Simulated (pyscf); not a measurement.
Routes from F–GeH₃ (SMILES [F][GeH3]) + NH₃ (SMILES N)

Candidate steps break at most two bonds and form at most two. Each was searched with GFN2-xTB (tblite) first. Structures and frequencies: ωB97X-D3(BJ)/def2-SVP in PySCF. Energies: ωB97M-D3(BJ)/def2-TZVP, kJ/mol, from the separated reactants, singlet surface; ΔG‡ with ideal gas, 1 atm, RRHO with modes under 100 cm⁻¹ raised to 100, one conformer, R ln 2 for chiral ones without a mode under 150 cm⁻¹.

```csv
products,type,ΔE‡,ΔE,ΔG‡ 298 K,ΔG‡ 900 K,ν‡ (cm⁻¹)
H₂N–GeH₃ + HF,four-centre exchange,77.2,+64.1,118.2,205.9,484i
H₂N–GeH₂–F + H₂,four-centre exchange,165.1,-1.9,197.4,280.0,1522i
```

Row 1: On the reactant side the descent ends in a complex, 20.6 kJ/mol under the separated species and 94.0 kJ/mol under the saddle at ωB97X-D3(BJ)/def2-TZVP. On the product side the descent ends in a bound adduct, 53.5 kJ/mol under the separated species and 65.2 kJ/mol under the saddle at ωB97X-D3(BJ)/def2-TZVP. Row 2: On the reactant side the descent ends in a complex (not fully relaxed), 20.8 kJ/mol under the separated species and 181.9 kJ/mol under the saddle at ωB97X-D3(BJ)/def2-TZVP. 

Plain bond fissions and candidates not yet searched are not listed, and one of them may be faster. Each barrier is that of the saddle found; lower ones may exist. Elements up to Kr have no core potential and no relativistic terms here.
